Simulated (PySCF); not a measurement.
B3LYP has the VWN-RPA correlation part, as in Gaussian. 

# HS, SMILES `[SH]` (charge 0, multiplicity 2)

Calculation: B3LYP-D3(BJ)/def2-TZVP // PBE0-D4/def2-TZVP run with PySCF.

The highest occupied spin orbital is -7.17 eV and the dipole moment comes out as 0.86 D. The total energy comes out as -398.7748 Ha and the cost is very roughly 8 core-seconds.

```xyz
2

S      0.6728     0.0000     0.0000
H     -0.6728     0.0000     0.0000
```
Charge 0, spin multiplicity 2.
